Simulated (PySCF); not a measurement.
Z-matrix (Å, degrees):
```
C
C 1 1.2971
H 2 1.0781 1 138.84
H 1 1.0857 2 122.10 3 -179.99
H 1 1.0905 4 116.21 2 -180.00
```
Charge 0, spin multiplicity 2.

Q: Predict the dipole moment, highest occupied spin orbital and total energy from CAM-B3LYP-D3(BJ)/def2-TZVP (PySCF 2.14.0).

A: 
dipole moment: 0.72 D
highest occupied spin orbital: -8.25 eV
total energy: -77.8847 Ha
